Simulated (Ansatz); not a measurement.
in.yaml

```yaml
crystal:
  periodic: [false, false, false]
  atoms:
    - {symbol: Si, position_ang: [0.028214, -0.047794, 0.000110]}
    - {symbol: H, position_ang: [1.500156, -0.033567, 0.000014]}
    - {symbol: H, position_ang: [-1.590872, 2.694968, -0.006176]}
    - {symbol: H, position_ang: [-0.695436, -1.329645, 0.003111]}
basis:
  gaussian: {orbitals: "6-31G*"}
total_charge: 1
magnetization: {spin_polarized: true, initial_magnetization: 0}
correlation: {method: ccsdt_q, electrons: outside_noble_gas}
```

```sh
$ ansatz run in.yaml --threads 1 --pin off --events-out ev --progress --plain --max-ram 2393MiB
```

The program prints:

```
436 factors; integrals over basis functions are off by at most 9.8e-8 eV
mean field evaluation 1: about -7893.3804 eV, gradient 7.0e0 eV
mean field evaluation 2: about -7893.3831 eV, gradient 7.0e0 eV
mean field evaluation 4: about -7894.6413 eV, gradient 1.0e0 eV
mean field evaluation 8: about -7894.6586 eV, gradient 3.1e-4 eV
mean field evaluation 16: about -7897.0349 eV, gradient 1.6e-2 eV
mean field evaluation 32: about -7894.4080 eV, gradient 4.6e0 eV
mean field evaluation 64: about -7897.0349 eV, gradient 8.9e-3 eV
mean field evaluation 96: about -7897.0349 eV, gradient 2.3e-4 eV
mean field evaluation 128: about -7897.0349 eV, gradient 2.4e-4 eV
mean field evaluation 160: about -7891.2652 eV, gradient 9.9e-1 eV
...
cycle  16  -1.98006564 eV  change   -1.5e-4 eV  update   3.5e-5
cycle  17  -1.98017256 eV  change   -1.1e-4 eV  update   1.4e-5
cycle  18  -1.98015321 eV  change    1.9e-5 eV  update   6.0e-6
cycle  19  -1.98014823 eV  change    5.0e-6 eV  update   2.7e-6
cycle  20  -1.98014710 eV  change    1.1e-6 eV  update   1.4e-6
cycle  21  -1.98014608 eV  change    1.0e-6 eV  update   7.3e-7
cycle  22  -1.98014537 eV  change    7.1e-7 eV  update   3.1e-7
cycle  23  -1.98014580 eV  change   -4.3e-7 eV  update   1.8e-7
cycle  24  -1.98014597 eV  change   -1.7e-7 eV  update   1.4e-7
cycle  25  -1.98014584 eV  change    1.3e-7 eV  update   1.1e-7
perturbative correction -0.01200711 eV, -0.0004412531 hartree
WARN: these amplitudes may be one of several solutions (largest doubles amplitude 0.64, level shift 0.00 eV)
Total energy: -7899.02707711 eV, -290.2838909310 hartree
```

Ran on 1 thread of Intel Xeon Platinum 8259CL, shared host: 5.5 s wall, 0.15 GiB peak host memory.
